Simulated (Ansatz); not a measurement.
# FP: the cost of one run

Computed with Ansatz 0.2.0, Gaussian basis. Level: the settings change from run to run.

21 further runs of the same task are left out: 3 for a known fault of the program, 14 that didn't finish, 4 set aside as unsound or not needed. Runs told in other sessions of the task aren't counted.

## (1) The geometry

The geometry derives from a PBE0/def2-TZVP stationary point (not a proven minimum). One bond is set to the value named and the two fragments are kept rigid.

2 atoms, charge 0, spin multiplicity 3.

Atoms are counted from 1 here; the program's logs count them from 0.

Bond lengths: F1–P2 1.593 Å.

## (2) CCSDT(Q)/B on UHF/6-31G

Input file in.yaml:

```yaml
crystal:
  periodic: [false, false, false]
  atoms:
    - {symbol: F, position_ang: [0.000000, 0.000000, 0.000000]}
    - {symbol: P, position_ang: [0.000000, 0.000000, 1.593400]}
basis:
  gaussian: {orbitals: 6-31G}
magnetization: {spin_polarized: true, initial_magnetization: 2}
correlation: {method: ccsdt_q_b, electrons: all}
```

Run with:

```console
$ ansatz run in.yaml --threads 1 --pin off --events-out ev --progress --plain --max-ram 2393MiB
```

Q: Estimate wall time and peak memory on 1 thread of Arm Neoverse V2, shared host.

About 14 s, with a peak of 0.63 GiB.
